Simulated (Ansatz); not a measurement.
HNO: state-averaged CASSCF

Program: Ansatz, Gaussian basis, development build. State-averaged CASSCF with equal weights; occupations are averaged over the states; levels count from the state that is lowest in CASSCF. Solutions may break the symmetry of the shape. The lowest solution met needn't be the lowest there is, nor hold the orbitals that a chemist would pick.

Geometry:

```xyz
3

N     0.0000    0.4274   -0.3864
H     0.0000    1.3024    0.2308
O     0.0000   -0.5368    0.3092
```

Basis cc-pVDZ, nonrelativistic, 2 orbitals frozen in the corrections; active space CAS(12,9). Averaged: 2 singlets.

Question: Give the levels in order.

Answer: 

```csv
state,CASSCF (eV),SC-NEVPT2 (eV)
singlet,0.000,0.000
singlet,2.112,1.916
```

Occupations: 2.00, 1.99, 1.97, 1.97, 1.93, 1.51, 0.57, 0.03, 0.03.
